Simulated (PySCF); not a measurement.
Gas-phase reaction: 2 H3SiPH2 + 2 Si = 2 P + i-Si4H10

Computed with PySCF and rigid-rotor harmonic-oscillator thermochemistry at 1 bar. † marks an energy on the PBE0/def2-TZVP geometry and frequencies. Open shells (unrestricted): Si (multiplicity 3), P (multiplicity 4); the rest are closed-shell singlets. Spin-orbit splitting is ignored; it lowers the true energy and changes the entropy of Si. B3LYP is the form with VWN-RPA correlation.

BLYP/def2-TZVP† gives ΔH°(298 K) = -130 kJ.

Problem. What do PBE0/def2-SVP†, LDA/def2-TZVP†, B3LYP/def2-TZVP† give?

Solution. PBE0/def2-SVP†: -206 kJ; LDA/def2-TZVP†: -160 kJ; B3LYP/def2-TZVP†: -154 kJ. For scale, ΔH°(298 K) is -130 kJ at this level, -163 kJ at ωB97M-V/def2-TZVP†, and runs from -306 to -130 kJ over the 17 levels computed.
